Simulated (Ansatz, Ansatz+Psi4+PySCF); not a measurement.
```xyz
9

H     2.0759    0.4587   -0.0014
C     1.2208   -0.2228    0.0003
C    -0.0848    0.5505   -0.0001
O    -1.1507   -0.3982   -0.0004
H    -1.9816    0.0855    0.0030
H     1.2835   -0.8618   -0.8837
H     1.2846   -0.8589    0.8861
H    -0.1374    1.1991    0.8866
H    -0.1355    1.1968   -0.8887
```

Basis set: cc-pVTZ (spherical functions). Left uncorrelated: 3 orbitals. Charge 0, multiplicity 1.

Computed with Ansatz (development build ahead of 0.2.0); each method stands on the lowest determinant of its kind that the runs found. Restricted open shells among the atoms or ions are ROHF, correlated in semicanonical orbitals with singles.

(1) Give the atomization energy at this shape (free ground-state atoms in the same class of orbitals less the molecule, no zero-point energy) of singlet C2H6O by RHF-MP2, RHF.

## Answers

(1)

| method | atomization energy |
| --- | --- |
| RHF-MP2 | 34.65 eV |
| RHF | 26.24 eV |
